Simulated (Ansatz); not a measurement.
# AlHO (singlet): from Hartree-Fock to the top rungs at distance Al1–O2 = 1.271 Å, 6-31G

How much of the correlation energy of AlHO (singlet) does each wave-function method recover here?

Method: 6-31G, core rule «outside noble gas», up to 6 orbitals frozen; program: Ansatz 0.2.0, Gaussian basis.

Plan: UHF; CCSD(T) on RHF; BCCD(T) on RHF; CISD; CCSDT(Q) on RHF; CISDTQ; CCSDTQ on RHF; CASSCF and MRCISD+Q, 2 electrons in 2 orbitals; CASSCF and NEVPT2, 2 electrons in 2 orbitals; Full CI.

43 further runs of the same task are left out: 21 for a known fault of the program, 16 that didn't finish, 6 set aside as unsound or not needed.

### 1 The geometry

The geometry derives from a PBE0/def2-TZVP stationary point (not a proven minimum). One bond is set to the value named and the two fragments are kept rigid.

3 atoms, charge 0, spin multiplicity 1.

Atoms are counted from 1 here; the program's logs count them from 0.

Bond lengths: Al1–O2 1.271 Å, Al1–H3 1.568 Å. Angles: O2–Al1–H3 180.0°.

### 2 UHF

File in.yaml:

```yaml
crystal:
  periodic: [false, false, false]
  atoms:
    - {symbol: Al, position_ang: [0.000000, 0.000000, -0.099112]}
    - {symbol: O, position_ang: [0.000000, 0.000000, -1.370112]}
    - {symbol: H, position_ang: [0.000000, 0.000000, 1.469223]}
basis:
  gaussian: {orbitals: 6-31G}
magnetization: {spin_polarized: true, initial_magnetization: 0}
hamiltonian: {xc: hf}
output: {orbitals: {seedname: orbitals}}
```

Started as:

```sh
ansatz run in.yaml --threads 1 --pin off --events-out ev --progress --plain --max-ram 2393MiB
```

The runs that follow: CCSD(T) on RHF; BCCD(T) on RHF; CISD; CCSDT(Q) on RHF; CISDTQ; CCSDTQ on RHF; CASSCF and MRCISD+Q, 2 electrons in 2 orbitals; CASSCF and NEVPT2, 2 electrons in 2 orbitals; Full CI.

**Question.** What will the summary of the whole plan be? Wanted: FCI below the RHF energy; RMP2 from FCI; RCCSD from FCI; RCCSD(T) from FCI; RCCSDT(Q) from FCI; NEVPT2 pair from FCI; MRCISD+Q pair from FCI; T1 diagnostic; effectively unpaired electrons.

As calculated:

| quantity | value |
| --- | --- |
| FCI below the RHF energy | -4.8221 eV |
| RMP2 from FCI | +23.8 kJ/mol |
| RCCSD from FCI | +17.5 kJ/mol |
| RCCSD(T) from FCI | +3.2 kJ/mol |
| RCCSDT(Q) from FCI | -0.7 kJ/mol |
| NEVPT2 pair from FCI | +17.3 kJ/mol |
| MRCISD+Q pair from FCI | +9.7 kJ/mol |
| levels within 1 kcal/mol (43 meV) | RCCSD(T), BCCD(T), RCCSDT, RCCSDT(Q), RCCSDTQ |
| T1 diagnostic | 0.027 |
| effectively unpaired electrons | 0.06 |

What this shows: RCCSD(T) lands +3.2 kJ/mol from the yardstick (0.7 % of the correlation energy). RCCSDT(Q), RCCSDTQ fall below full CI, which methods that aren't variational can do. One determinant dominates. Of the multireference levels listed MRCISD+Q pair comes nearest in total energy (+9.7 kJ/mol), which doesn't show that its space is the better one. These misses are within one basis, not against nature.
